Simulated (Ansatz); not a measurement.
Wavefunction ladder for `O=C=CO`

Cartesian coordinates in Å:
```
O 1.132 -1.860 -0.544
C 0.622 -0.898 -0.147
C 0.058 0.195 0.327
O -0.495 1.127 -0.529
H 0.135 0.394 1.390
H -1.453 1.042 -0.496
```

The species carries charge 0 and has multiplicity 1. The structure was optimised at the PBE0-D4/def2-TZVP level. It is one conformer, not always the lowest. Frozen core, restricted reference, the Gaussian-basis code of Ansatz. CBS rows extrapolate triple and quadruple zeta; past MP2 they add the triple-zeta difference.

```csv
basis,HF (Eh),MP2 corr.,CCSD corr.,(T),CCSD(T) total
def2-SVP,-226.38264,-0.61531,?,-0.02118,?
def2-TZVPP,?,-0.76785,-0.77589,-0.03477,?
def2-QZVPP,-226.66917,?,–,–,–
CBS(def2),-226.67058,-0.86803,?,as TZ,?
```

**Question.** Fill in the withheld values. (Best estimate.)

**Answer.** The calculation gave: def2-SVP CCSD corr.: -0.63253; def2-SVP CCSD(T) total: -227.03635; def2-TZVPP HF (Eh): -226.65898; def2-TZVPP CCSD(T) total: -227.46964; def2-QZVPP MP2 corr.: -0.82540; CBS(def2) CCSD corr.: -0.87607; CBS(def2) CCSD(T) total: -227.58142.
